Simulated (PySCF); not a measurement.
**Boron: a sound run and one with changed settings**

Sound run: B [He] 2s2 2p1, B+ [He] 2s2. Computed with PySCF 2.14 in pcseg-2 (4s3p2d1f, 30 functions), with the non-relativistic Hamiltonian (point nucleus). In the sound run the correlated levels freeze 1s2. The sound run starts from symmetry-adapted Hartree-Fock orbitals and uses a fine grid where one is needed.

Changed run: a valence shell is frozen. This setting is unsound on purpose.

Ionisation energy of B:

```tsv
method	sound run (eV)	changed run (eV)
UHF	8.011	8.011
MP2	8.205	8.011
SCS-MP2	8.175	8.011
CCSD	8.104	8.011
CCSD(T)	8.136	8.011
CCSDT	n/a	8.011
FCI	n/a	8.011
```

Freezing a valence shell removes pair correlation that changes on ionisation.

For comparison, NIST gives 8.298 eV between the lowest levels.
